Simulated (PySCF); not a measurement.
How good is the calculation?

Geometry:
```
atom   x (Å)   y (Å)   z (Å)
  C1  -1.491  -0.004   0.729
  N2  -0.218  -0.192   0.083
  C3   0.741   0.721  -0.195
  C4   1.711  -0.011  -0.845
  N5   1.291  -1.297  -0.922
  N6   0.133  -1.397  -0.365
  H7  -1.364   0.533   1.679
  H8  -2.183   0.556   0.082
  H9  -1.905  -1.000   0.924
 H10   0.659   1.768   0.084
 H11   2.668   0.310  -1.250
```

- PBE0-D3(BJ)/def2-SVP geometry
- shielding tensors at PBE0/pcSseg-1 (GIAO)
- run in PySCF 2.14
- no solvent, single conformer, non-relativistic, fast rotation and ring inversion assumed for equivalent nuclei

Reference values: measured (solution, cyclohexane; M. Witanowski, Z. Biedrzycka, W. Sicinska, Z. Grabowski, J. Magn. Reson. 131 (1998) 54).
```tsv
atoms	quantity	reference	computed	computed, scaled
N6	δ ¹⁵N vs neat liquid CH3NO2	-7.5	–	-20.0
N5	δ ¹⁵N vs neat liquid CH3NO2	-20.6	–	-34.0
N2	δ ¹⁵N vs neat liquid CH3NO2	-149.5	–	-156.8
```

Reference values: measured (solution, MeOH; Solvent effects on the nitrogen NMR chemical shifts in 1-methylazoles - a theoretical study, New J. Chem. 2015 (author manuscript)).
| atoms | quantity | reference | computed | computed, scaled |
| --- | --- | --- | --- | --- |
| N6 | δ ¹⁵N vs neat liquid CH3NO2 | -17.8 | – | -20.0 |
| N5 | δ ¹⁵N vs neat liquid CH3NO2 | -40.0 | – | -34.0 |
| N2 | δ ¹⁵N vs neat liquid CH3NO2 | -143.3 | – | -156.8 |

Reference values: measured (solution, CH2Cl2; Solvent effects on the nitrogen NMR chemical shifts in 1-methylazoles - a theoretical study, New J. Chem. 2015 (author manuscript)).
```json
{"atoms": "N6", "quantity": "δ ¹⁵N vs neat liquid CH3NO2", "reference": "-14.1", "computed": "–", "computed, scaled": "-20.0"}
{"atoms": "N5", "quantity": "δ ¹⁵N vs neat liquid CH3NO2", "reference": "-28.6", "computed": "–", "computed, scaled": "-34.0"}
{"atoms": "N2", "quantity": "δ ¹⁵N vs neat liquid CH3NO2", "reference": "-145.1", "computed": "–", "computed, scaled": "-156.8"}
```

Reference values: measured (solution, CHCl3; Solvent effects on the nitrogen NMR chemical shifts in 1-methylazoles - a theoretical study, New J. Chem. 2015 (author manuscript)).
| atoms | quantity | reference | computed | computed, scaled |
| --- | --- | --- | --- | --- |
| N6 | δ ¹⁵N vs neat liquid CH3NO2 | -15.3 | – | -20.0 |
| N5 | δ ¹⁵N vs neat liquid CH3NO2 | -30.4 | – | -34.0 |
| N2 | δ ¹⁵N vs neat liquid CH3NO2 | -145.5 | – | -156.8 |

Reference values: measured (solution, acetone; Solvent effects on the nitrogen NMR chemical shifts in 1-methylazoles - a theoretical study, New J. Chem. 2015 (author manuscript)).
| atoms | quantity | reference | computed | computed, scaled |
| --- | --- | --- | --- | --- |
| N6 | δ ¹⁵N vs neat liquid CH3NO2 | -12.8 | – | -20.0 |
| N5 | δ ¹⁵N vs neat liquid CH3NO2 | -26.2 | – | -34.0 |
| N2 | δ ¹⁵N vs neat liquid CH3NO2 | -144.5 | – | -156.8 |

Reference values: measured (solution, benzene; Solvent effects on the nitrogen NMR chemical shifts in 1-methylazoles - a theoretical study, New J. Chem. 2015 (author manuscript)).
```csv
atoms,quantity,reference,computed,"computed, scaled"
N6,δ ¹⁵N vs neat liquid CH3NO2,-11.4,–,-20.0
N5,δ ¹⁵N vs neat liquid CH3NO2,-24.5,–,-34.0
N2,δ ¹⁵N vs neat liquid CH3NO2,-146.5,–,-156.8
```

Computed shifts are σ(ref) − σ with the named reference compound (TMS for H and C) calculated as an isolated molecule at the same level. The measured values may be among those fitted. Shieldings were converted by a linear fit to measured shifts: ¹⁵N (scatter 7.2 ppm rms vs CH3NO2, solution or neat liquid). A few per cent of atoms miss by over 2 rms, more outside the fitted compound classes.

18 of the 36 published NMR values on file for this molecule are compared. The rest: values from further sources.
